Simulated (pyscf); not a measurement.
Optimised with ωB97X-D3(BJ)/def2-SVP in PySCF. MP2 and CC: frozen core, UHF for open shells. ΔMP2 is the change of the MP2 total energy from the triple- to the quadruple-zeta basis.

### Question
What is the homolytic dissociation enthalpy (298 K, CCSD(T)/def2-TZVPP + ΔMP2(QZVPP)) of the Al–H bond of `[OH][AlH][F]`, to [HO–Al–F]• + H•?

### Answer
Al–H to [HO–Al–F]• + H•: 86.8 kcal/mol. The radicals are drawn with the spin at the cut bond; how far it spreads was not checked. Other isomers of [HO–Al–F]• were not searched in full and may lie lower. The CCSD(T) − MP2 part came from Ansatz, without density fitting, on the same reference.
